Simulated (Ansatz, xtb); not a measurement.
**C4H6N2: which of two isomers lies lower**

We compare a, `CC1=NCC=N1`, a singlet, with b, `Nc1cc[nH]c1`, a singlet. Both are isolated molecules in the gas phase, relaxed with PBE-D3(BJ)/def2-SVP; the shapes shown needn't be the lowest conformers.

a (Å):

```yaml
atoms:
  - { symbol: C, position_ang: [-2.2481, 1.6529, -0.6631] }
  - { symbol: C, position_ang: [-1.0944, 0.9444, -1.2873] }
  - { symbol: C, position_ang: [0.1759, -0.4190, -2.4141] }
  - { symbol: C, position_ang: [0.9956, 0.6165, -1.6947] }
  - { symbol: N, position_ang: [-1.1918, -0.0937, -2.0638] }
  - { symbol: N, position_ang: [0.2362, 1.4262, -1.0252] }
  - { symbol: H, position_ang: [-2.1505, 1.6403, 0.4420] }
  - { symbol: H, position_ang: [-3.1998, 1.1780, -0.9597] }
  - { symbol: H, position_ang: [-2.2492, 2.7202, -0.9654] }
  - { symbol: H, position_ang: [0.4361, -1.4588, -2.1073] }
  - { symbol: H, position_ang: [0.3282, -0.3936, -3.5183] }
  - { symbol: H, position_ang: [2.0953, 0.7105, -1.7081] }
```

b (Å):

```json
{"atom": "C", "x (Å)": "-1.0804", "y (Å)": "0.9999", "z (Å)": "-1.0461"}
{"atom": "C", "x (Å)": "-1.4470", "y (Å)": "0.3196", "z (Å)": "-2.2544"}
{"atom": "C", "x (Å)": "-0.2828", "y (Å)": "-0.2077", "z (Å)": "-2.8083"}
{"atom": "C", "x (Å)": "0.3043", "y (Å)": "0.8640", "z (Å)": "-0.9066"}
{"atom": "N", "x (Å)": "-1.9688", "y (Å)": "1.6085", "z (Å)": "-0.1441"}
{"atom": "N", "x (Å)": "0.7618", "y (Å)": "0.1240", "z (Å)": "-1.9861"}
{"atom": "H", "x (Å)": "-1.5221", "y (Å)": "2.3215", "z (Å)": "0.4382"}
{"atom": "H", "x (Å)": "-2.7797", "y (Å)": "2.0218", "z (Å)": "-0.6121"}
{"atom": "H", "x (Å)": "-2.4586", "y (Å)": "0.2219", "z (Å)": "-2.6649"}
{"atom": "H", "x (Å)": "-0.1292", "y (Å)": "-0.7895", "z (Å)": "-3.7233"}
{"atom": "H", "x (Å)": "1.7346", "y (Å)": "-0.1279", "z (Å)": "-2.1434"}
{"atom": "H", "x (Å)": "0.9834", "y (Å)": "1.2223", "z (Å)": "-0.1264"}
```

Task: Estimate which is lower in electronic energy at CCSD(T)/def2-SVP + ΔMP2/def2-TZVPP, and by roughly how much.

Result: The CCSD(T)/def2-SVP + ΔMP2/def2-TZVPP calculation puts structure b lower, by 0.096 eV.

Level by level:

| level | geometry | E(b) − E(a) (eV) | departure from the last row (eV) | job, with rough time for the two |
| --- | --- | --- | --- | --- |
| GFN2-xTB | GFN2-xTB | −0.133 | −0.037 | optimisation, 0.1 s |
| HF/STO-3G | GFN2-xTB | +0.545 | +0.641 | single point, 0.28 s |
| r2SCAN-D4/def2-SVP | GFN2-xTB | −0.364 | −0.268 | single point, 2.1 s |
| PBE-D3(BJ)/def2-SVP | PBE-D3(BJ)/def2-SVP | −0.368 | −0.272 | optimisation, 12 s |
| HF/def2-SVP | PBE-D3(BJ)/def2-SVP | −0.057 | +0.039 | part of the CCSD(T) run |
| MP2/def2-SVP | PBE-D3(BJ)/def2-SVP | −0.280 | −0.184 | part of the CCSD(T) run |
| CCSD(T)/def2-SVP | PBE-D3(BJ)/def2-SVP | −0.051 | +0.045 | single point |
| CCSD(T)/def2-SVP + ΔMP2/def2-TZVPP | PBE-D3(BJ)/def2-SVP | −0.096 |  | single point, 22 s |

As drawn, b has 3 C∷C, 2 C∷N, 3 N–H in place of 2 C–C, 2 C=N, 1 C–N, 3 C–H (∷ is an aromatic bond). Structure a has a 5-membered ring, b a 5-membered ring (with an aromatic ring).

HF/STO-3G puts the two in the other order. The largest departure from CCSD(T)/def2-SVP + ΔMP2/def2-TZVPP is that of HF/STO-3G, 0.641 eV. The last row adds to CCSD(T) the change of the MP2 difference between the two basis sets, here −0.045 eV.

With thermal terms from frequencies at re-optimised GFN2-xTB minima (ideal gas, soft modes damped towards free rotors, one conformer each, 298.15 K, 1 atm): on the last row, ΔE + ΔZPE = −0.048, ΔH = −0.052, ΔG = −0.030 eV.

The correlated steps freeze 6 core orbitals. Run with Ansatz 0.2.0, xtb 6.7.1; the last row on 2 threads of Intel(R) Xeon(R) 6975P-C (Granite Rapids) on a shared host.
